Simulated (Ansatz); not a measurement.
# CHAlN: the cost of one run

The runs use Ansatz 0.2.0, Gaussian basis; def2-QZVPP, core rule «outside noble gas», up to 7 orbitals frozen.

To be run: UHF; ROHF; CCSD(T) on UHF.

2 further runs of the same task are left out: 2 set aside as unsound or not needed. Runs told in other sessions of the task aren't counted.

## (1) What is computed

The geometry is a PBE0/def2-TZVP stationary point (not a proven minimum) of the parent state, kept for this charge and spin.

4 atoms, charge 0, spin multiplicity 4.

Atoms are counted from 1 here; the program's logs count them from 0.

Bond lengths: Al1–N2 1.833 Å, N2–C3 1.207 Å, C3–H4 1.103 Å. Angles: Al1–N2–C3 173.8°, N2–C3–H4 130.3°.

## (2) UHF

Contents of in.yaml:

```yaml
crystal:
  periodic: [false, false, false]
  atoms:
    - {symbol: Al, position_ang: [-0.000006, -0.113958, 2.175529]}
    - {symbol: N, position_ang: [0.000059, -0.123062, 0.342317]}
    - {symbol: C, position_ang: [-0.000023, -0.259290, -0.857208]}
    - {symbol: H, position_ang: [-0.000030, 0.496310, -1.660638]}
basis:
  gaussian: {orbitals: "def2-QZVPP.json"}
magnetization: {spin_polarized: true, initial_magnetization: 3}
hamiltonian: {xc: hf}
output: {orbitals: {seedname: orbitals}}
```

Command:

```console
$ ansatz run in.yaml --threads 1 --pin off --events-out ev --progress --plain --max-ram 2393MiB
```

Q: Estimate wall time and peak memory on 1 thread of Arm Neoverse V1, shared host.

About 33 s, with a peak of 0.49 GiB.
